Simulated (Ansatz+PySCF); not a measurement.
Values are calculated unless marked as measured or tabulated.
Input for Ansatz (development build ahead of 0.2.0):

```yaml
crystal:
  periodic: [false, false, false]
  atoms:
    - { symbol: C, position_ang: [0.0, 0.0, 0.0] }
    - { symbol: H, position_ang: [1.14486, 0.0, 0.0] }
    - { symbol: H, position_ang: [-0.54517, 0.94427, 0.0] }
    - { symbol: H, position_ang: [-0.54517, -0.94427, 0.0] }
basis:
  gaussian: { orbitals: STO-3G }
magnetization:
  spin_polarized: true
  initial_magnetization: 1
hamiltonian:
  xc: hf
correlation:
  method: mp2
  frozen_orbitals: { C: 1, H: 0 }
```

The input is written out in the form of the current development build from the run's settings.

The run gave:

```
Converged                                                          : yes
Reference energy                                                   : -39.07295 hartree
Correlation energy                                                 : -0.03990 hartree
Total energy                                                       : -39.11285 hartree
Spin squared of the determinant                                    : 0.768
Occupied orbitals by symmetry in an Abelian subgroup (alpha; beta) : 3 A1 1 B1 1 B2; 3 A1 1 B2
```
